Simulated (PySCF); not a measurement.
Bonds broken one at a time in the series In Cl-NH2. Isolated molecules, 0 K electronic values unless said otherwise. One relaxed conformer stands for each flexible species; it need not be the lowest. Strings in code marks are SMILES.

The dipole moment from two functionals at the same geometries (CAM-B3LYP-D3(BJ)/def2-TZVP), both in PySCF: PBE-D3(BJ)/def2-TZVP and CAM-B3LYP-D3(BJ)/def2-TZVP. 

```json
[
 {"species": "whole molecule (`[Cl][In]([Cl])[Cl]`)", "PBE-D3(BJ)/def2-TZVP (D)": "0.01"},
 {"species": "radical fragment (`[Cl]`)", "PBE-D3(BJ)/def2-TZVP (D)": "0.00"},
 {"species": "radical fragment (`[In]([Cl])[Cl]`)", "PBE-D3(BJ)/def2-TZVP (D)": "2.32"},
 {"species": "radical fragment (`[NH2]`)", "PBE-D3(BJ)/def2-TZVP (D)": "1.90"}
]
```

Question: What does CAM-B3LYP-D3(BJ)/def2-TZVP give for each?

Answer: 
- whole molecule (`[Cl][In]([Cl])[Cl]`): 0.01
- radical fragment (`[Cl]`): 0.00
- radical fragment (`[In]([Cl])[Cl]`): 2.66
- radical fragment (`[NH2]`): 1.98
Over these rows, drawn at random from the members with no instability flagged (it was tested for open shells, ions and some series alone), PBE minus CAM-B3LYP-D3(BJ): mean -0.10 D, from -0.33 D to 0.00 D.
